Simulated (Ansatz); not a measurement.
# KTaO3 (Pm-3m)

Method: Ansatz 0.2.0, DFT PBE, scalar-relativistic, plane waves, PAW.

Plane waves to 420 eV, a k mesh through Γ of 8×8×8 on the computed 5-atom cell and Gaussian smearing (0.02 eV); no spin polarisation.

The structure is relaxed at this level of theory with its symmetry kept.

It takes space group Pm-3m (No. 221, cubic). The conventional cell has a = 4.024 Å, b = 4.024 Å, c = 4.024 Å, α = 90.00°, β = 90.00°, γ = 90.00°. Around K (site symmetry m-3m) lie 12 O at 2.85 Å. Ta (site symmetry m-3m) is surrounded by 6 O at 2.01 Å. Around O (site symmetry 4/mmm) lie 2 Ta at 2.01 Å.

| Item | Value |
| --- | --- |
| Volume per atom | 88.0 bohr³ |
| Formation energy from the elements' standard states (uncorrected) | -2.658 eV/atom |
| Kohn–Sham band gap | 2.16 eV, indirect from R to Γ |
| Löwdin character of the top 1 eV of the valence band | O 2p 97 % |
| Löwdin character of the lowest 1 eV of the conduction band | Ta 5d 88 %, O 2p 10 % |
| Electron masses at the edge by Cartesian direction of the standard setting (m_e; degenerate bands sorted by energy; no spin-orbit coupling) | x: 6.7, 0.28, 0.28; y: 6.7, 0.28, 0.28; z: 6.7, 0.28, 0.28 |
| Hole masses at the edge by Cartesian direction of the standard setting (m_e; degenerate bands sorted by energy; no spin-orbit coupling) | x: 25, 1.0, 1.0; y: 25, 1.0, 1.0; z: 25, 1.0, 1.0 |
| Bulk modulus | 188 GPa |
| Its pressure derivative | 4.5 |
| Electronic dielectric constant xx, yy, zz of the standard setting (independent particles) | 5.5, 5.5, 5.5 |
| Bader charges (e) | K (1 in the cell) 0.82, Ta (1 in the cell) 2.91, O (3 in the cell) -1.24 |

Spin-orbit coupling is left out, which matters for the bands of heavy elements.

Symmetry holds off the tilts and polar distortions that many cubic perovskites undergo.